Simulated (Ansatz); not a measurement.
# BNH₄ (triplet): the correlation ladder at distance B1–H4 along a hydrogen transfer = 1.366 Å, cc-pVDZ

An exercise on one series of results from a longer session: the logs are not shown, and one member is left open.

Program: Ansatz 0.2.0, Gaussian basis. Level of theory: cc-pVDZ, core rule «outside noble gas», up to 2 orbitals frozen. These are calculated values, not measurements.

Plan: UHF; CCSD(T) on ROHF; CCSD(T) on UHF; BCCD(T) on ROHF; CISD; CCSDT(Q) on ROHF; CCSDT(Q) on UHF; CASSCF and MRCISD+Q, 4 electrons in 4 orbitals; CASSCF and NEVPT2, 4 electrons in 4 orbitals.

7 further runs of the same task are left out: 1 for a mislabelled method, 5 that didn't finish, 1 set aside as unsound or not needed.

## The system

The geometry derives from fragments relaxed apart (PBE0/def2-TZVP) and kept rigid, so it is no stationary point. A hydrogen atom is moved between rigid fragments.

6 atoms, charge 0, spin multiplicity 3.

Atoms are counted from 1 here; the program's logs count them from 0.

Bond lengths: B1–H2 1.193 Å, B1–H3 1.193 Å, B1–H4 1.366 Å, N5–H6 1.040 Å. Angles: H2–B1–H3 120.0°, H2–B1–H4 120.0°, H3–B1–H4 120.0°.

Set-up of the first run:

in.yaml

```yaml
crystal:
  periodic: [false, false, false]
  atoms:
    - {symbol: B, position_ang: [-1.492460, 0.035086, 0.000000]}
    - {symbol: H, position_ang: [-2.089193, 1.068657, 0.000000]}
    - {symbol: H, position_ang: [-2.089194, -0.998486, 0.000000]}
    - {symbol: H, position_ang: [-0.126460, 0.035086, 0.000000]}
    - {symbol: N, position_ang: [1.345540, 0.035086, 0.000000]}
    - {symbol: H, position_ang: [1.614622, -0.969141, 0.000000]}
basis:
  gaussian: {orbitals: cc-pVDZ}
magnetization: {spin_polarized: true, initial_magnetization: 2}
hamiltonian: {xc: hf}
output: {orbitals: {seedname: orbitals}}
```

Command:

```
> ansatz run in.yaml --threads 1 --pin off --events-out ev --progress --plain --max-ram 2393MiB
```

Steps of the session up to this table: UHF; CCSD(T) on ROHF; CCSD(T) on UHF; BCCD(T) on ROHF; CISD; CCSDT(Q) on ROHF; CCSDT(Q) on UHF; CASSCF and MRCISD+Q, 4 electrons in 4 orbitals; CASSCF and NEVPT2, 4 electrons in 4 orbitals.

One of the session's tables, all rows but one given; the rest of the session is left out.

| method | from UCCSDT(Q) (kcal/mol) |
| --- | --- |
| ROHF | +169.43 |
| UHF | +162.97 |
| RMP2 | +31.54 |
| UMP2 | +31.34 |
| CISD | +16.20 |
| RCCSD | ? |
| UCCSD | +3.72 |
| RCCSD(T) | +0.77 |
| UCCSD(T) | +0.75 |
| BCCD(T) | +0.77 |
| RCCSDT | +0.19 |
| UCCSDT | +0.16 |
| RCCSDT(Q) | +0.03 |
| UCCSDT(Q) | 0 |
| CASSCF pair | +157.30 |
| NEVPT2 pair | +29.95 |
| MRCISD pair | +14.31 |
| MRCISD+Q pair | +1.25 |

**Question.** Estimate the row for RCCSD.

The run gave: from UCCSDT(Q) (kcal/mol): +3.83. In the column «from UCCSDT(Q) (kcal/mol)» it lies between UCCSD (+3.72) and MRCISD pair (+14.31).

Limits of these values: Restricted and unrestricted rows rest on different reference determinants; where their highest levels disagree by more than a few hundredths of an eV, they describe different states and don't form one ladder.
